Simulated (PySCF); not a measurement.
Carbonyl fluoride, CF2O.
SMILES with atom numbers: `[O:1]=[C:2]([F:3])[F:4]`

Computed, not measured: core-valence-separated Tamm–Dancoff BHandHLYP/aug-pcX-1 in PySCF, non-relativistic, gas phase, PBE0-D3(BJ)/def2-SVP geometry.

Computed fluorine K-edge spectrum, Gaussian lines of 0.8 eV full width, highest printed point 100; it ends one width below the last computed root. The energies are unshifted.

```tsv
photon energy (eV)	absorption
685.3	0
685.4	1
685.5	2
685.6	4
685.7	8
685.8	13
685.9	22
686.0	32
686.1	44
686.2	56
686.3	66
686.4	73
686.5	77
686.6	81
686.7	84
686.8	89
686.9	95
687.0	99
687.1	100
687.2	95
687.3	85
687.4	70
687.5	53
687.6	37
687.7	23
687.8	14
687.9	7
688.0	4
688.1	2
688.2	1
688.3	1
688.4	1
688.5	2
688.6	5
688.7	9
688.8	16
688.9	27
689.0	41
689.1	57
689.2	73
689.3	86
689.4	94
689.5	95
689.6	89
689.7	80
689.8	70
689.9	60
```

Problem. Where are the maxima, and which lines make them up?

Solution. 2 maxima:
- 687.1 eV: F3/F4 (acyl fluorine), 687.14 eV, f = 0.045, sum of 2, 91 % of the height at the exact maximum
- 689.5 eV: F3/F4 (acyl fluorine), 689.43 eV, f = 0.045, sum of 2, 96 % of the height at the exact maximum

Further lines of some strength in the range: F3/F4, 686.40 eV, f = 0.031, sum of 2.

Roots within 0.03 eV on the same or equivalent atoms count as one line; shares under 12 % aren't listed.

Vibrational structure and lifetime widths aren't in the curve. The ionisation threshold wasn't computed; near and above it a finite basis only mimics Rydberg series and continuum.
